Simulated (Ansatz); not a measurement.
AlH2F (SMILES [H][Al]([H])[F]): the energy, rung by rung

AlH2F has 4 atoms, charge 0, and is taken as a singlet. SMILES: `[H][Al]([H])[F]`. The shape comes from GFN2-xTB, which is rough for such elements, and wasn't checked as a minimum.

```xyz
4

Al    0.0196    0.0327    0.0009
H     1.5469   -0.0179    0.0141
H    -0.7390    1.3588   -0.0194
F    -0.8275   -1.3736    0.0044
```

Quantity: the energy change with the Al1–H2 bond stretched from 1.528 to 1.910 Å, in eV. The values are calculated.

```csv
level,kind,program,value (eV),less FCI/STO-3G
PBE/STO-3G (restricted),GGA,Ansatz,1.05,-0.15
revPBE/STO-3G (restricted),GGA,Ansatz,1.03,-0.17
r2SCAN/STO-3G (restricted),meta-GGA,Ansatz,1.16,-0.04
PBE0/STO-3G (restricted),global hybrid,Ansatz,1.22,+0.02
HSE06/STO-3G (restricted),range-separated hybrid,Ansatz,1.22,+0.02
MP2/STO-3G (restricted),perturbation theory,Ansatz,1.37,+0.17
CCSD(T)/STO-3G (restricted),coupled cluster or CI,Ansatz,1.20,0.00
CCSDTQ/STO-3G (restricted),coupled cluster or CI,Ansatz,1.20,0.00
FCI/STO-3G,exact in the basis,Ansatz,1.20,0.00
```

FCI/STO-3G is exact within its basis and frozen core, so for wave-function methods in that basis the difference is their error; functionals converge differently with the basis, so for them it is only a difference. The first shape isn't each level's own minimum. The values span 1.03 to 1.37 eV. All rows use very small basis sets, so even the best lies far from the true value.
